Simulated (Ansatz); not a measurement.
[NH₂···H···H], doublet along the distance N1-H4

Starting geometry:

```xyz
5

N    -0.1364   -0.0316   -0.0492
H    -0.4337    0.9362   -0.0492
H    -0.4337   -0.4339    0.8311
H     0.8761   -0.0316   -0.0492
H     1.8866   -0.0316   -0.0492
```

From there H4 is moved from one fragment to the other while all else, the fragments' distance too, stays fixed; atoms are numbered as listed. Energies are in eV, counted from the starting geometry at the same level. Kohn–Sham curves are unrestricted where that lies lower.

Basis 6-31G; Ansatz 0.2.0. Only valence electrons are correlated (noble-gas cores frozen).

In so small a basis the reference is far from its limit while semilocal and hybrid functionals are nearer theirs (RPA and double hybrids share much of the reference's basis error), so the functionals' errors here hold much of the reference's basis and frozen-core error, which can add to them or hide them.

Full CI is exact within this basis and frozen core; it isn't the basis-set limit.

```tsv
distance N1-H4 (Å)	full CI	PBE	r2SCAN	PBE0	B3LYP	wB97X-V	wB97M-V	B2PLYP	RPA-PBE
0.942	0.148	0.235	0.208	0.187	0.210	0.182	0.185	0.173	0.195
1.012	0.000	0.000	0.000	0.000	0.000	0.000	0.000	0.000	0.000
1.050	-0.001	-0.046	-0.032	-0.022	-0.036	-0.020	-0.023	-0.015	-0.028
1.088	0.029	-0.056	-0.030	-0.013	-0.040	-0.010	-0.014	0.000	-0.027
1.126	0.074	-0.042	-0.007	0.016	-0.024	0.017	0.012	0.034	-0.007
1.164	0.123	-0.010	0.029	0.056	0.005	0.053	0.049	0.076	0.023
1.202	0.172	0.038	0.074	0.104	0.042	0.093	0.091	0.122	0.059
1.240	0.220	0.102	0.131	0.161	0.090	0.140	0.141	0.173	0.103
1.278	0.274	0.188	0.204	0.235	0.156	0.201	0.205	0.235	0.161
```

Problem. Judged by the spread of the error over the points with a reference (largest less smallest), which of these follows full CI best and which worst?

Solution. Subtracting the full CI column from each: best B2PLYP (errors from -0.050 to 0.025, spread 0.074 eV), worst PBE (from -0.134 to 0.087, spread 0.221 eV). Functionals and wave-function methods converge differently with the basis, so part of this is basis effect.
